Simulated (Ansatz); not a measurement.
**AlH (triplet): wave-function methods side by side, def2-TZVPP**

The task here is to estimate one member of a computed series from the others.

Computed with Ansatz 0.2.0, Gaussian basis. Level: def2-TZVPP, core rule «outside noble gas», up to 5 orbitals frozen.

To be run: UHF; ROHF; CCSD(T) on UHF.

2 further runs of the same task are left out: 2 set aside as unsound or not needed.

### The system

The geometry is a PBE0/def2-TZVP stationary point (not a proven minimum).

2 atoms, charge 0, spin multiplicity 3.

Atoms are counted from 1 here; the program's logs count them from 0.

Bond lengths: Al1–H2 1.605 Å.

Set-up of the first run:

in.yaml reads:

```yaml
crystal:
  periodic: [false, false, false]
  atoms:
    - {symbol: Al, position_ang: [0.000000, 0.000000, 0.000000]}
    - {symbol: H, position_ang: [0.000000, 0.000000, 1.604550]}
basis:
  gaussian: {orbitals: def2-TZVPP}
magnetization: {spin_polarized: true, initial_magnetization: 2}
hamiltonian: {xc: hf}
output: {orbitals: {seedname: orbitals}}
```

Started as:

```
> ansatz run in.yaml --threads 1 --pin off --events-out ev --progress --plain --max-ram 4096MiB --backend cpu
```

Among the steps run: UHF; ROHF; CCSD(T) on UHF.

One of the session's tables, all rows but one given; the rest of the session is left out.

| method | from UCCSD(T) (meV) |
| --- | --- |
| ROHF | ? |
| UHF | +1563.8 |
| UMP2 | +427.3 |
| UCCSD | +39.0 |
| UCCSD(T) | 0 |

Estimate the missing values for ROHF.

The run gave: from UCCSD(T) (meV): +1608.0. In the column «from UCCSD(T) (meV)» it is the highest.

With the free atoms at the same levels and basis (separate runs), the atomisation energy is 1.260 eV at UCCSD(T), 1.171 eV at ROHF.
